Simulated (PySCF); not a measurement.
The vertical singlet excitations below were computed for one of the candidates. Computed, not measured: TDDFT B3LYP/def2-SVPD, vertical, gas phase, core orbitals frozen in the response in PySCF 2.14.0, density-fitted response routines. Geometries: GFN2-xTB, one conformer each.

```csv
state,E (eV),λ (nm),f
S1,5.34,232.2,0.162
S2,6.03,205.5,0.025
S3,6.19,200.3,0.0069
S4,6.45,192.1,0.015
S5,6.58,188.4,0.0098
S6,6.94,178.7,0.075
S7,7.14,173.7,0.085
S8,7.22,171.8,0.048
```

**Question.** Which candidate is it? All have the formula C5H11P.
A. `CCC1CPC1`
B. `C=CPC(C)C`
C. `C(P(C)(=C)C)=C`
D. `CCCP1CC1`

**Answer.** B. Its S1 lies at 5.34 eV; the nearest of the others has S1 at 5.69 eV. S1 is HOMO→LUMO (94%). Löwdin shares by element: HOMO phosphorus 48%, carbon 37% or more (atoms not listed hold the other 15%); LUMO carbon 64% or more, phosphorus 11%, hydrogen 6% or more (atoms not listed hold the other 19%). At the same level the other candidates give, for their lowest levels:
- `CCC1CPC1`: 5.69 eV (f 0.040); 5.89 eV (f 0.022); 6.52 eV (f 0.029); 6.70 eV (f 0.020); 6.94 eV (f 0.072); T1 4.73 eV; HOMO -6.45, LUMO 0.11 eV
- `C=CP(=C)(C)C`: 3.49 eV (f 0.102); 4.41 eV (f 0.020); 4.88 eV (f 0.004); 5.33 eV (f 0.002); 5.61 eV (f 0.019); T1 2.70 eV; HOMO -4.92, LUMO -0.88 eV
- `CCCP1CC1`: 6.30 eV (f 0.032); 6.56 eV (f 0.021); 6.66 eV (f 0.018); 6.77 eV (f 0.020); 7.03 eV (f 0.045); T1 5.33 eV; HOMO -6.81, LUMO 0.33 eV

Conformer computed: `[CH2:1]=[CH:2][PH:3][CH:4]([CH3:5])[CH3:6]`: C1–C2–P3–C4 -118°, C2–P3–C4–C5 53°.
Triplets come from the Tamm–Dancoff approximation.
